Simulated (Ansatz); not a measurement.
BH4NO (`NBO`), relaxed with RKS PBE0-D4/def2-TZVP in Ansatz from a PBE-D4/def2-SVP geometry. The force threshold is 0.005 eV/Å; the program also tests the step.

Total charge 0; spin multiplicity 1.

Start:

```xyz
7

N     0.472   -0.579    0.772
B    -0.266    0.277   -0.068
O    -0.042    0.230   -1.429
H     1.169   -1.234    0.415
H     0.356   -0.597    1.782
H    -1.084    1.040    0.428
H    -0.606    0.862   -1.902
```

```tsv
step	energy (eV)	largest force (eV/Å)	largest move (Å)
1	-4277.9191	0.567	0.000
2	-4277.9419	0.182	0.015
3	-4277.9438	0.043	0.006
4	-4277.9440	0.009	0.006
5	-4277.9440	0.002	0.001
```

End:

```xyz
7

N     0.469   -0.576    0.768
B    -0.266    0.277   -0.059
O    -0.046    0.233   -1.412
H     1.154   -1.220    0.411
H     0.357   -0.594    1.764
H    -1.073    1.028    0.421
H    -0.596    0.852   -1.893
```

It took 15 s on 2 threads of a server CPU on a shared host, with 0.36 GiB of host memory at the peak.
